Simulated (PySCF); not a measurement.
B: electron affinity

B⁻ [He] 2s2 2p2 (3P) → B [He] 2s2 2p1 (2P), as a difference of total energies. All numbers are calculated (PySCF 2.14, the non-relativistic Hamiltonian (point nucleus), in aug-cc-pVQZ). Correlated levels: valence: 1s2 frozen. The calculations carry no spin-orbit coupling.

| method | electron affinity (eV) |
| --- | --- |
| UHF | -0.305 |
| MP2 (valence) | 0.225 |
| SCS-MP2 (valence) | 0.076 |
| CCSD (valence) | 0.176 |
| CCSD(T) (valence) | 0.243 |

Errors of the correlated levels include the incompleteness of this basis and the frozen core.

A negative affinity means that the anion lies above the atom at that level of theory.

For comparison: 0.280 eV (measured; photodetachment measurements, as compiled on the Wikipedia data page of electron affinities).
